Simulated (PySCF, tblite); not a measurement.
Potential energy curve for OH, doublet.

Computed with: ROKS-BHandHLYP = restricted open-shell BHandHLYP/cc-pVTZ (PySCF); GFN2-xTB, 300 K electronic temperature (tblite); CASSCF(7,5)/cc-pVTZ (PySCF).

Energies are in mEh, each relative to the lowest point of its own curve near equilibrium.

| R / Å | ROKS-BHandHLYP | GFN2-xTB | CASSCF(7,5) |
|---|---|---|---|
| 0.73 | 92.8 | 90.0 | 97.5 |
| 0.77 | 56.8 | 54.0 | 60.7 |
| 0.83 | 22.8 | 21.2 | 25.7 |
| 0.88 | 7.7 | 7.1 | 9.6 |
| 0.92 | 1.8 | 1.7 | 2.9 |
| 0.94 | 0.4 | 0.4 | 1.1 |
| 0.97 | 0.0 | 0.0 | 0.0 |
| 0.99 | 0.7 | 0.5 | 0.2 |
| 1.03 | 3.8 | 3.0 | 2.3 |
| 1.07 | 8.9 | 7.1 | 6.2 |
| 1.14 | 21.0 | 16.9 | 16.0 |
| 1.22 | 37.8 | 30.4 | 29.7 |
| 1.31 | 58.6 | 47.2 | 45.9 |

At the longest distance, 1.31 Å, ROKS-BHandHLYP lies highest above its minimum (58.6 mEh) and CASSCF(7,5) lowest (45.9 mEh).

The scan ran from 0.73 to 3.92 Å; beyond the distances shown one of the unrestricted levels run for this scan, shown here or not, changes its spin distribution in one step.
